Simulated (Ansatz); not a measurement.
Relaxation of C$_{2}$H$_{4}$OS (8 atoms, charge 0, multiplicity 1), to a largest force component of 0.015 eV/Å in at most 40 steps.

All numbers below come from RKS B3LYP/STO-3G in Ansatz 0.2.0.

```xyz
8
Properties=species:S:1:pos:R:3:forces:R:3
S -1.596 0.673 -0.605 -1.32 -1.35 0.35
C 0.000 0.398 0.194 -2.99 -2.29 -1.72
C 1.180 1.051 -0.369 2.43 -0.43 -2.40
O 0.598 1.465 0.834 0.40 4.02 4.91
H -1.254 1.823 -1.182 0.44 0.87 -0.34
H 0.080 -0.570 0.677 -0.02 -0.92 0.26
H 2.148 0.572 -0.288 0.91 -0.31 -0.18
H 1.050 1.724 -1.208 0.14 0.40 -0.88
```

Q: Where does it end, and by what steps?

A: The run converged. Limits of this set-up: minimal basis. After 7 steps the energy has fallen by 0.480 eV; H8 moved furthest, 0.14 Å.

| step | energy less start (eV) | largest force component (eV/Å) | accepted |
| --- | --- | --- | --- |
| 0 | 0.0000 | 4.910 | yes |
| 1 | -0.4266 | 1.511 | yes |
| 2 | -0.4723 | 0.344 | yes |
| 3 | -0.4791 | 0.134 | yes |
| 4 | -0.4793 | 0.063 | yes |
| 5 | -0.4801 | 0.016 | yes |
| 6 | -0.4801 | 0.019 | no |
| 7 | -0.4801 | 0.003 | yes |

```xyz
8
Properties=species:S:1:pos:R:3
S -1.672 0.618 -0.591
C -0.033 0.417 0.154
C 1.236 1.054 -0.371
O 0.607 1.533 0.884
H -1.379 1.823 -1.156
H 0.059 -0.573 0.643
H 2.204 0.529 -0.270
H 1.183 1.735 -1.240
```

Time of the run: 11 s on 1 thread of Intel(R) Xeon(R) Platinum 8375C CPU @ 2.90GHz (Ice Lake), with other jobs on the host, peak memory 0.12 GiB.
